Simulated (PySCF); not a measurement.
methanol cation (CH4O), SMILES CO (connectivity only; charge and spin as stated), charge +1, multiplicity 2. Atoms are numbered in the order given.

```xyz
6

C     -0.0676    -0.6349     0.0000
O      0.1315     0.7051     0.0000
H      0.5763    -1.0473     0.8274
H      0.5763    -1.0473    -0.8274
H     -1.1007    -0.9733     0.0000
H     -0.6985     1.2366     0.0000
```
Charge +1, spin multiplicity 2.

The structure is a stationary point at ωB97X-D3(BJ)/def2-TZVP. The spin state was assumed, not searched.

The numbers are results of B3LYP/def2-TZVPD (PySCF), not measurements.

The molecule is in vacuum.

Computed frontier levels, dipole moment and polarisability:
```json
{
  "α spin, highest occupied and lowest empty level": "-17.46 and -6.33 eV",
  "β spin, highest occupied and lowest empty level": "-18.05 and -13.45 eV",
  "dipole_moment_about_the_centre_of_nuclear_charge": "1.42 D",
  "mean_static_polarisability": "18.4 bohr³ (2.72 Å³)",
  "polarisability_principal_values": "15.0, 15.2, 24.9 bohr³",
  "⟨S²⟩": "0.755 (pure state 0.75)"
}
```
